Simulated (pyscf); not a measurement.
PySCF, gas phase, ωB97X-D3(BJ)/def2-SVPD geometries. MP2 and CC: frozen core, UHF for open shells. ΔMP2 is the change of the MP2 total energy from the triple- to the quadruple-zeta basis.

**Question.** H₂C⁻–Br + HF -> H₃C–Br + F⁻
Surface: singlet. Broken: F–H. Formed: C–H. Give ΔE‡ and ΔE from CCSD(T)/def2-TZVPPD + ΔMP2(QZVPPD), relative to the separated reactants.

**Answer.** ΔE‡ = -0.46 eV, ΔE = -1.04 eV. Zero-point energy shifts the barrier by +0.06 eV. It is a proton transfer, with an imaginary mode of 709i cm⁻¹. On the reactant side the descent ends in a bound adduct, 0.68 eV under the separated species and 0.11 eV under the saddle at ωB97X-D3(BJ)/def2-TZVPD. On the product side the descent ends in a bound adduct, 0.73 eV under the separated species and 1.45 eV under the saddle at ωB97X-D3(BJ)/def2-TZVPD. At CCSD(T) the saddle lies under the separated reactants, which points to a path from their complex (located at ωB97X-D3(BJ) alone). At ωB97X-D3(BJ) the barrier from the zero used here is -0.57 eV. This is the saddle that the search found; another between the same sides may lie lower. The angle at the transferred H is 175°. The CCSD(T) − MP2 part came from Ansatz, without density fitting, on the same reference. The frozen core leaves the outer d or s,p core shells of the metals and heavy elements correlated in the MP2 and CC values, and def2-TZVPP describes them poorly, which can shift differences by a few kcal/mol. Elements up to Kr have no core potential and no relativistic terms here.
